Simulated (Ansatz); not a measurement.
A run of Ansatz (development build ahead of 0.2.0) on singlet SiO at this shape:

```xyz
2

Si    0.0000    0.0000   -0.8305
O     0.0000    0.0000    0.8305
```

Its results:

```json
{"Converged": "yes", "Reference energy": "-363.69300 hartree", "Correlation energy": "-0.21779 hartree", "Total energy": "-363.91079 hartree"}
```

(1) Which input gives this output? Name the method, the orbitals and the basis set, and write the input.

Results:

(1) RHF-CCSD(T) in 6-31G. An unrestricted run that stays on the closed shell gives the same numbers.

```yaml
crystal:
  periodic: [false, false, false]
  atoms:
    - { symbol: Si, position_ang: [0.0, 0.0, -0.8305] }
    - { symbol: O, position_ang: [0.0, 0.0, 0.8305] }
basis:
  gaussian: { orbitals: "6-31G" }
hamiltonian:
  xc: hf
correlation:
  method: ccsd_t
  frozen_orbitals: { O: 1, Si: 5 }
```
